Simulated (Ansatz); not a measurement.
Start from `C=C(F)CF` and change one atom or group to get `C=C(N)CF`.

Ansatz, PBE0-D4/def2-TZVP geometries, multiplicity 1. Each molecule was computed in one conformer, which needn't be the lowest.

```tsv
property	`C=C(F)CF`
size of the dipole moment (ωB97M-V/def2-TZVPP) / D	0.36
HOMO–LUMO gap (ωB97M-V/def2-TZVPP) / eV	12.33
HOMO energy (B3LYP/def2-TZVPP) / eV	-7.47
HOMO energy (PBE/def2-TZVPP) / eV	-6.43
LUMO energy (B3LYP/def2-TZVPP) / eV	-0.04
HOMO energy (ωB97M-V/def2-TZVPP) / eV	-9.96
```

Problem. What does the change do to each property? (Estimate.)

Solution. Ansatz gave: 
```csv
property,`C=C(N)CF`,shift
size of the dipole moment (ωB97M-V/def2-TZVPP) / D,0.81,0.45
HOMO–LUMO gap (ωB97M-V/def2-TZVPP) / eV,11.00,-1.33
HOMO energy (B3LYP/def2-TZVPP) / eV,-6.09,1.38
HOMO energy (PBE/def2-TZVPP) / eV,-5.13,1.30
LUMO energy (B3LYP/def2-TZVPP) / eV,0.19,0.23
HOMO energy (ωB97M-V/def2-TZVPP) / eV,-8.52,1.44
```

With PBE0 the HOMO rises by 1.39 eV and the LUMO rises by 0.21 eV, so the gap narrows by about 1.18 eV. PBE moves the HOMO by 1.30 eV and ωB97M-V by 1.44 eV. Dipoles are sizes alone; their direction can turn.

B3LYP here is the variant with VWN-RPA as its local correlation; programs differ in this.
